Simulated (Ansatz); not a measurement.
Results of r²SCAN in Ansatz (PAW) for B20 (FeSi-type) FeSi.

Run with plane-wave cutoff 600 eV, 8×8×8 k mesh, no spin polarisation, scalar-relativistic PAW data made under PBE.

Computed at the level's own relaxed cell.

Hill averages of the elastic tensor: K = 243.8 GPa, G = 168.0 GPa. Volume 10.669 Å³/atom, mean atomic mass 41.965 u.

Q: Work out the density, the sound velocities of a polycrystal and the elastic Debye temperature at this level.

A: ρ = 1.66054 × 41.965/10.669 = 6.531 g/cm³. v_l = √[(K + 4G/3)/ρ] = 8.463 km/s and v_t = √(G/ρ) = 5.072 km/s. The mean follows from 3/v_m³ = 1/v_l³ + 2/v_t³: v_m = 5.611 km/s. Θ_D = (ħ/k_B) v_m (6π²/V)^(1/3) = 76.38 K Å s/km × 5.611 × 1.7706 Å⁻¹ = 759 K, counting all atoms of the cell.

Ansatz is a first-principles code.
